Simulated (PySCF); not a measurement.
**H4SN−, a complex of two parts: interaction energy**

An exercise on one series of results from a longer session: the logs are not shown, and one member is left open.

Computed with PySCF 2.14.0; each step states its level. No surroundings beyond the atoms listed, unless a continuum is named. Atoms count from 0, parts from 1.

## The system as given

6 atoms, charge -1, multiplicity 1; geometry: GFN2-xTB. Parts: 1 = atoms 0–3, `N`, charge 0; 2 = atoms 4–5, `[SH-]`, charge -1.

Set-up of the first run:

Job settings and geometry (Å):

```
{"job": {"xc": "PBE0", "basis": "def2-SVPD", "d3": "d3bj", "grid": 2, "kind": "geom", "shake": 0.01}, "charge": -1, "multiplicity": 1, "parts": [{"atoms": "0-3", "charge": 0, "multiplicity": 1}, {"atoms": "4-5", "charge": -1, "multiplicity": 1}]}
N     -0.020597    -0.181597     0.266615
H     -0.256894    -0.737840    -0.550152
H     -0.487413     0.746773     0.070739
H      1.017838     0.020589     0.187777
S      2.966406     0.572305    -0.501624
H      2.490250     1.788871    -0.823309
```

The run is started by

```
$ OMP_NUM_THREADS=1 python cluster_run.py task.json out
```

The driver reads the jobs from task.json and runs them one after another.

Steps of the session up to this table: Relaxing the molecule at PBE0-D3(BJ)/def2-SVPD; Coupled-cluster interaction energy: CCSD(T) and MP2.

One table of the session follows, with a row left open; its other results are not shown here.

It belongs to the step «Coupled-cluster interaction energy: CCSD(T) and MP2». 

```
                 method  interaction energy (kcal/mol)
         HF/aug-cc-pVDZ                              ?
        MP2/aug-cc-pVDZ                          -7.66
       CCSD/aug-cc-pVDZ                          -7.06
    CCSD(T)/aug-cc-pVDZ                          -7.41
         HF/aug-cc-pVTZ                          -5.45
        MP2/aug-cc-pVTZ                          -8.42
    SCS-MP2/aug-cc-pVTZ                          -7.60
      MP2, extrapolated                          -8.71
CCSD(T), limit estimate                          -8.45
```

**Question.** Estimate the row for HF/aug-cc-pVDZ.

The run gave: interaction energy (kcal/mol): -5.39. In the column «interaction energy (kcal/mol)» it is the highest.

Caveats from the session: The interaction energy leaves out the deformation of the parts, 0.37 kcal/mol (MP2); added to the CCSD(T) estimate it gives a binding of about -8.08 kcal/mol.
